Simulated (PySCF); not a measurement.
CHClF (doublet state).
Z-matrix (Å and degrees, PBE0-D3(BJ)/def2-SVP geometry), rows numbered from 1:
```
F 
C   1  1.3188
Cl  2  1.7100  1  115.28
H   2  1.0961  1  114.82  3   139.53
```

Identity: `[CH](F)Cl` [radical].

Computed, not measured: UKS B3LYP, IGLO-III on C Cl F, pcH-1 on H, non-relativistic, mean-field spin-orbit, GIAO in PySCF 2.14.0. Isolated species at its PBE0-D3(BJ)/def2-SVP geometry, gas phase.

Q: What is the g tensor, term by term?

A: 
| Δg (ppt) | 1 | 2 | 3 |
| --- | --- | --- | --- |
| relativistic mass correction | -0.23 | -0.23 | -0.23 |
| gauge correction | 0.00 | 0.03 | 0.04 |
| orbital Zeeman/spin–orbit | -0.63 | 3.96 | 7.75 |
| total | -0.85 | 3.76 | 7.56 |

So g = 2.00147, 2.00608, 2.00988 and g_iso = 2.00581; the tensor is rhombic: the two nearest values differ by 45 % of g3 − g1. Axes: g3 points within 9° of the F1–C2 bond.

Q: What are the electron Larmor frequencies g μB B/h along the three axes at 340 mT?

A: 9.5244, 9.5464, 9.5645 GHz for g1, g2 and g3, a range of 40.0 MHz.

Q: What effective moment and Curie constant follow for a powder?

A: With the mean of g² = 4.0233 and S(S+1) = 0.75: μ_eff = √(⟨g²⟩S(S+1)) = 1.737 μB and χT = 0.12505·⟨g²⟩·S(S+1) = 0.377 cm³ K/mol (cgs; spin-Hamiltonian part alone).

Q: In a frozen sample, at which fields do the three g values resonate at 9.5, 34, 94 and 263 GHz (hyperfine left aside), and which band first spreads them over more than twice a line width of 0.3 mT?

A: 
```tsv
band	GHz	B(g3) mT	B(g2) mT	B(g1) mT	spread mT
X	9.5	337.71	338.35	339.13	1.42
Q	34.0	1208.64	1210.93	1213.72	5.08
W	94.0	3341.54	3347.87	3355.58	14.04
J	263.0	9349.19	9366.91	9388.49	39.30
```

The spread grows in proportion to the frequency. X band is the first where it exceeds 0.6 mT.

The Mulliken spin populations are largest on C2 (+0.88) and Cl3 (+0.10). No atom but C2 exceeds +0.15. The angles at C2 add up to 346.5°, so it is slightly pyramidal.

The HOMO–LUMO gaps are 6.88 eV among the α and 7.06 eV among the β orbitals.
